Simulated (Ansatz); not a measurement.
# CCSDT(Q)/STO-3G run of AlClO (SMILES [O]=[Al][Cl])

What is the energy change on altering one bond length of AlClO at CCSDT(Q)/STO-3G? 

The calculation is run with Ansatz 0.2.0.

66 further runs of the same task are left out: 6 that didn't finish, 60 set aside as unsound or not needed.

### Step 1. The system as given

AlClO has 3 atoms, charge 0, and is taken as a singlet. SMILES: `[O]=[Al][Cl]`. Geometry: a GFN2-xTB relaxation, a rough one for these elements and not checked as a minimum.

Bond lengths: O1–Al2 1.566 Å, Al2–Cl3 2.014 Å. Angles: O1–Al2–Cl3 180.0°.

### Step 2. The energy at CCSDT(Q)/STO-3G

File in.yaml:

```yaml
crystal:
  periodic: [false, false, false]
  atoms:
    - symbol: O
      position_ang: [0.107470, 1.694260, 0.245960]
    - symbol: Al
      position_ang: [0.009340, 0.147220, 0.021380]
    - symbol: Cl
      position_ang: [-0.116820, -1.841490, -0.267330]
basis:
  gaussian: {orbitals: STO-3G}
correlation: {method: ccsdt_q, frozen_orbitals: {Al: 5, Cl: 5, O: 1}}
scf: {omitted_lower_state_checks: [cluster_reference, increment]}
accuracy: high
```

The run is started by

```console
$ ansatz run in.yaml --threads 1 --pin off --max-ram 2610MiB --events-out events.jsonl --progress --plain --runs-dir runs
```

Output, cut to the lines that bear on the results:

```text
Warning: RAYON_NUM_THREADS=1 ignored (pool sized by the plan → 1); use --threads N
Functional definition: HF
  name "HF"
[...]
396 factors; integrals over basis functions are off by at most 1.7e-8 eV
[...]
mean field -20883.03258244 eV, -767.4372923768 hartree, gradient 1.1e-8 eV, S^2 0.000000; 0 other end points of the search recorded, 0 dependent functions left out
11 core orbitals not correlated: weight in the atoms' cores, before any rotation towards them, 0.999 or more for the frozen orbitals, at most 0.000 for the correlated occupied ones
reference -20883.03258244 eV, -767.4372923768 hartree; 8, 8 occupied and 4, 4 virtual orbitals, 396 factors
second order -3.20131935 eV of doubles, -0.00000000 eV of singles
cycle   1  -2.58523005 eV  change    6.2e-1 eV  update   2.4e-1
[...]
cycle  26  -3.73844999 eV  change   8.2e-10 eV  update   1.1e-9
perturbative correction 0.01996218 eV, 0.0007335967 hartree
Total energy: -20886.75107025 eV, -767.5739442833 hartree
Checks for a lower state left out: cluster_reference, increment
```

Run time: 0.5 s. Hardware: 1 thread of Arm Neoverse V2, shared host.

### Step 3. The distorted shape at the same level

File molecule.yaml:

```yaml
crystal:
  periodic: [false, false, false]
  atoms:
    - {symbol: O, position_ang: [0.139010, 2.191445, 0.318139]}
    - {symbol: Al, position_ang: [0.040880, 0.644405, 0.093559]}
    - {symbol: Cl, position_ang: [-0.116820, -1.841490, -0.267330]}
basis:
  gaussian: {orbitals: STO-3G}
correlation: {method: ccsdt_q, frozen_orbitals: {Al: 5, Cl: 5, O: 1}}
accuracy: high
scf: {omitted_lower_state_checks: [cluster_reference, increment]}
```

The run is started by

```console
$ ansatz run molecule.yaml --threads 1 --pin off --max-ram 2610MiB --events-out events.jsonl --progress --plain --runs-dir runs
```

Output, cut to the lines that bear on the results:

```text
Warning: RAYON_NUM_THREADS=1 ignored (pool sized by the plan → 1); use --threads N
[... 2 set-up lines as earlier in the session ...]
[...]
385 factors; integrals over basis functions are off by at most 3.5e-8 eV
[...]
mean field -20881.68382308 eV, -767.3877263846 hartree, gradient 5.0e-9 eV, S^2 0.000000; 0 other end points of the search recorded, 0 dependent functions left out; unrestricted orbitals would lower it
11 core orbitals not correlated: weight in the atoms' cores, before any rotation towards them, 1.000 or more for the frozen orbitals, at most 0.000 for the correlated occupied ones
reference -20881.68382308 eV, -767.3877263846 hartree; 8, 8 occupied and 4, 4 virtual orbitals, 385 factors
second order -3.37430741 eV of doubles, -0.00000000 eV of singles
cycle   1  -2.74049972 eV  change    6.3e-1 eV  update   2.5e-1
[...]
cycle  31  -4.03448414 eV  change   -1.7e-9 eV  update  6.8e-10
perturbative correction 0.01220414 eV, 0.0004484937 hartree
Total energy: -20885.70610309 eV, -767.5355424486 hartree
Checks for a lower state left out: cluster_reference, increment
```

Wall time 0.52 s (1 thread of Arm Neoverse V2, shared host).

### Step 4. Results

At CCSDT(Q)/STO-3G, 11 core orbitals frozen:

```
                                                           quantity          value
                                          first shape: total energy  -767.57394 Eh
          first shape: correlation energy (11 core orbitals frozen)     -136.7 mEh
                                         first shape: T1 diagnostic          0.034
                                      distorted shape: total energy  -767.53554 Eh
      distorted shape: correlation energy (11 core orbitals frozen)     -147.8 mEh
                                     distorted shape: T1 diagnostic          0.039
energy change with the Al2–Cl3 bond stretched from 2.014 to 2.517 Å       1.045 eV
```

What this shows: With the Al2–Cl3 bond stretched from 2.014 to 2.517 Å the energy rises by 1.04 eV (101 kJ/mol). The first shape isn't relaxed at this level, so the change isn't measured from a minimum. The minimal basis adds a large error of its own. The T1 diagnostic (first shape) of 0.034 is above the customary mark for such species, so a single reference may not serve. The T1 diagnostic (distorted shape) of 0.039 is above the customary mark for such species, so a single reference may not serve. The restricted solution (distorted shape) is unstable to spin breaking: an unrestricted one lies lower.
